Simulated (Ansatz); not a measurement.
# What a trial cell of Mg₃Re relaxes into

The calculation used DFT PBE, scalar-relativistic, plane waves, PAW in Ansatz. Cutoff 420 eV, Γ-centred k mesh, Gaussian smearing, no spin polarisation in the final step.

The start puts Mg₃Re on the Cu3Au (L1_2) structure type (Pm-3m, No. 221), with Re in place of Au, Mg in place of Cu, at a guessed volume.

```yaml
crystal:
  lattice:
    - [4.09607, 0.00000, 0.00000]
    - [0.00000, 4.09607, 0.00000]
    - [0.00000, 0.00000, 4.09607]
  atoms:
    - { symbol: Mg, position: [0.00000, 0.50000, 0.50000] }
    - { symbol: Mg, position: [0.50000, 0.00000, 0.50000] }
    - { symbol: Mg, position: [0.50000, 0.50000, 0.00000] }
    - { symbol: Re, position: [0.00000, 0.00000, 0.00000] }
```

Cell and atoms relax at zero pressure; the relaxation can't lower the symmetry of the start.

Energies over the elements count from the elements' standard structures at the same level, with no empirical corrections.

Describe the relaxed structure.

It keeps Pm-3m (No. 221). The result has the Cu3Au (L1_2) structure. Conventional cell: a = 4.146 Å. Mg is coordinated by 4 Re at 2.93 Å and 8 Mg at 2.93 Å; Re has 12 Mg at 2.93 Å.

Space group Pm-3m (No. 221). a = 4.146 Å, b = 4.146 Å, c = 4.146 Å, α = 90.00°, β = 90.00°, γ = 90.00°
| atom | site | symmetry | x | y | z |
| --- | --- | --- | --- | --- | --- |
| Mg | 3c | 4/mm.m | 0.0000 | 0.5000 | 0.5000 |
| Re | 1a | m-3m | 0.0000 | 0.0000 | 0.0000 |

What are its volume, energy, density and gap?

The volume per atom is 17.82 Å³ and the density is 6.04 g/cm³. The energy over the elements is 0.44 eV/atom and the gap on the 12×12×12 mesh is 0 eV (a metal).

The final run used a 12×12×12 mesh on its 4-atom cell and 0.10 eV smearing. The k mesh leaves about 4 meV/atom of noise in metals. Spin–orbit coupling is left out. A structure relaxed within its symmetry needn't be a true minimum. The steps took about 40 core-seconds in all.

Cost: 2 runs of about 0.59 core-minutes in all, on Arm Neoverse V2 (shared hosts).